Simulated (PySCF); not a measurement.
Basis set benchmark on one molecule

Molecule: SMILES CC(C)(C)Cl, C$_{4}$H$_{9}$Cl.

Geometry:
| atom | x (Å) | y (Å) | z (Å) |
| --- | --- | --- | --- |
| C1 | -1.279 | 0.696 | 0.044 |
| C2 | 0.030 | -0.020 | 0.326 |
| C3 | 1.225 | 0.768 | -0.184 |
| C4 | 0.022 | -1.442 | -0.211 |
| Cl5 | 0.200 | -0.135 | 2.145 |
| H6 | -1.424 | 0.789 | -1.045 |
| H7 | -2.130 | 0.138 | 0.461 |
| H8 | -1.278 | 1.704 | 0.482 |
| H9 | 1.245 | 1.777 | 0.252 |
| H10 | 2.167 | 0.262 | 0.070 |
| H11 | 1.166 | 0.863 | -1.281 |
| H12 | -0.080 | -1.423 | -1.308 |
| H13 | -0.819 | -2.014 | 0.206 |
| H14 | 0.956 | -1.963 | 0.043 |

Geometry PBE0-D3(BJ)/def2-SVP throughout; GIAO in PySCF 2.14.0 with density-fitted response routines, gas phase, one conformer, non-relativistic; equivalent atoms averaged; functional PBE0.

Reference values (measured; solution, not stated per compound (mostly CDCl3 or CCl4); Pretsch, Buehlmann, Badertscher, Structure Determination of Organic Compounds, 4th ed. (2009)): δ(C2) = 66.7 ppm, δ(C1/C3/C4) = 34.6 ppm, δ(H6/H7/H8/H9/H10/H11/H12/H13/H14) = 1.60 ppm. Computed shifts are taken against TMS, calculated as an isolated molecule at each level.

Problem. How do the basis sets STO-3G, 6-31G, pcSseg-0, 6-31G*, def2-SVP, cc-pVDZ, pcSseg-1, 6-311+G(2d,p), aug-cc-pVDZ, def2-TZVP, IGLO-III, cc-pVTZ, pcSseg-2 perform against the reference? Times are CPU seconds on shared hosts with different chips, so compare them loosely.

Solution. 
| basis set | functions | C2 | C1/C3/C4 | H6/H7/H8/H9/H10/H11/H12/H13/H14 | mean abs. error C | abs. error H | core-s |
| --- | --- | --- | --- | --- | --- | --- | --- |
| STO-3G | 38 | 63.3 | 27.8 | 1.25 | 5.1 | 0.35 | 2.9 |
| 6-31G | 67 | 66.2 | 35.0 | 1.78 | 0.4 | 0.18 | 5.6 |
| pcSseg-0 | 67 | 67.4 | 38.0 | 1.76 | 2.1 | 0.16 | 4.7 |
| 6-31G* | 92 | 64.3 | 33.5 | 1.55 | 1.8 | 0.05 | 7.5 |
| def2-SVP | 119 | 65.5 | 34.1 | 1.46 | 0.9 | 0.14 | 9.3 |
| cc-pVDZ | 119 | 70.8 | 35.0 | 1.48 | 2.2 | 0.12 | 9.8 |
| pcSseg-1 | 137 | 70.0 | 35.9 | 1.53 | 2.3 | 0.07 | 9.6 |
| 6-311+G(2d,p) | 197 | 70.8 | 34.7 | 1.52 | 2.1 | 0.08 | 19 |
| aug-cc-pVDZ | 200 | 70.9 | 33.7 | 1.61 | 2.6 | 0.01 | 21 |
| def2-TZVP | 215 | 71.5 | 35.6 | 1.51 | 2.9 | 0.09 | 23 |
| IGLO-III | 274 | 72.1 | 36.2 | 1.50 | 3.5 | 0.10 | 32 |
| cc-pVTZ | 280 | 70.7 | 35.3 | 1.50 | 2.3 | 0.10 | 35 |
| pcSseg-2 | 313 | 73.1 | 36.7 | 1.51 | 4.2 | 0.09 | 38 |

For 13C the closest is 6-31G (0.4 ppm) and the furthest STO-3G (5.1 ppm).

For 1H the closest is aug-cc-pVDZ (0.01 ppm) and the furthest STO-3G (0.35 ppm). Where a smaller basis beats a larger one, errors probably cancel; the largest sets show where the functional converges. One molecule is a small sample, and vibrational and solvent effects are absent from the calculation.

A small basis that lands close on one nucleus may do so by chance; judge by the trend and by all nuclei.
